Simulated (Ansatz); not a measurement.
in.yaml

```yaml
crystal:
  periodic: [false, false, false]
  atoms:
    - {symbol: B, position_ang: [0.000000, 0.000000, 1.454926]}
    - {symbol: Al, position_ang: [0.000000, 0.000000, -0.581725]}
    - {symbol: H, position_ang: [0.000000, 0.000000, 2.643356]}
    - {symbol: H, position_ang: [0.000000, 1.395223, -1.338228]}
    - {symbol: H, position_ang: [0.000000, -1.395223, -1.338228]}
basis:
  gaussian: {orbitals: cc-pVTZ}
total_charge: 1
magnetization: {spin_polarized: true, initial_magnetization: 2}
hamiltonian: {xc: {name: PBE}}
correlation: {method: rpa, electrons: outside_noble_gas}
```

```sh
$ ansatz run in.yaml --threads 2 --pin off --events-out ev --progress --plain --max-ram 15360MiB --backend cuda --devices 0, --max-vram 18GiB
```

Log:

```
615 factors; integrals over basis functions are off by at most 1.7e-3 eV
mean field evaluation 1: about -7299.7088 eV, gradient 2.0e1 eV
mean field evaluation 2: about -7299.7009 eV, gradient 2.0e1 eV
mean field evaluation 4: about -7302.4262 eV, gradient 7.4e0 eV
mean field evaluation 8: about -7302.1339 eV, gradient 9.4e0 eV
mean field evaluation 16: about -7303.4592 eV, gradient 2.0e-2 eV
mean field evaluation 32: about -7301.5587 eV, gradient 9.7e0 eV
mean field evaluation 64: about -7303.3311 eV, gradient 3.0e0 eV
mean field evaluation 96: about -7303.3185 eV, gradient 5.5e-1 eV
mean field evaluation 128: about -7303.2826 eV, gradient 1.9e-1 eV
mean field evaluation 160: about -7298.7337 eV, gradient 1.5e1 eV
mean field -7303.45919727 eV, -268.3971750374 hartree, gradient 1.3e-6 eV, S^2 2.004028; 14 other end points of the search recorded, 0 dependent functions left out
6 core orbitals not correlated: weight in the atoms' cores, before any rotation towards them, 1.000 or more for the frozen orbitals, at most 0.000 for the correlated occupied ones
reference -7288.90501252 eV, -267.8623186128 hartree; 5, 3 occupied and 95, 97 virtual orbitals, 615 factors
Total energy: -7298.26536312 eV, -268.2063051526 hartree
```

Ran on 2 threads of AMD EPYC 7R13 with a shared H100 80 GB, shared host: 3.5 s wall, 0.87 GiB peak host memory.
